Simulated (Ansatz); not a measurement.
A nudged elastic band was laid between two geometries of BClH4S (7 atoms, charge 0, multiplicity 1).

The calculation used RKS B3LYP/def2-SVP (Ansatz).

```yaml
movable_images: 7
climbing_image: yes
spring: 5.0 eV/Å²
optimiser: quadratic models (default)
start_path: through a guess of the saddle point
force_threshold: 0.05 eV/Å
iteration_limit: 60
end_points: relaxed
```

Image 0:

```xyz
7
Properties=species:S:1:pos:R:3
B -0.012 0.035 0.088
H 0.237 0.617 1.117
H 0.848 0.000 -0.761
Cl -1.720 0.233 -0.533
S 0.171 -1.957 0.803
H -0.386 -2.633 -0.231
H -0.956 -2.046 1.550
```

Image 8:

```xyz
7
Properties=species:S:1:pos:R:3
B -0.011 -0.480 -0.954
H -0.381 -0.221 3.356
H 0.907 0.288 -1.037
Cl -1.603 0.015 -1.515
S 0.339 -2.087 -0.252
H -0.908 -2.611 -0.337
H -0.162 -0.656 2.771
```

What changes between the two ends?

Bonds broken: B1–H2, S5–H7. Bonds formed: H2–H7. BClH4S becomes BClH2S + H2.

Give the energies along the band, and the barrier.

It converged. The highest image is number 3 of 0 to 8, 0.90 eV above the first end and 1.31 eV above the last; the last end lies 0.41 eV below the first. A vibrational analysis at the climbing image gives one clearly imaginary mode, 882i cm⁻¹: a first-order saddle point. The orbitals stay closed-shell, which can raise the energy where a bond breaks towards radicals; this wasn't checked here.

```csv
image,path coordinate (Å),energy (eV),B1–H2 (Å),S5–H7 (Å),H2–H7 (Å)
0,0.00,0.00,1.21,1.36,2.95
1,0.94,0.06,1.21,1.35,2.68
2,1.88,0.21,1.21,1.35,2.06
3,2.82,0.90,1.30,1.64,1.09
4,3.54,0.23,1.92,2.30,0.78
5,4.26,-0.26,2.58,2.79,0.76
6,4.99,-0.39,3.16,3.33,0.76
7,5.71,-0.40,3.81,3.43,0.76
8,6.44,-0.41,4.33,3.38,0.76
```

What is the geometry of the highest image?


```xyz
7
Properties=species:S:1:pos:R:3
B -0.108 -0.243 0.070
H -0.323 0.035 1.323
H 0.947 0.268 -0.194
Cl -1.590 0.141 -0.876
S 0.322 -2.245 0.210
H -0.962 -2.674 0.260
H -0.104 -1.034 1.239
```

What are the harmonic wavenumbers there?

882i, 209, 325, 549, 684, 761, 783, 951, 1091, 1127, 1289, 1717, 2156, 2640, 2662 cm⁻¹.

Run time: 3.9 min on 1 thread of Arm Neoverse V1 (shared host), peak memory 0.13 GiB.
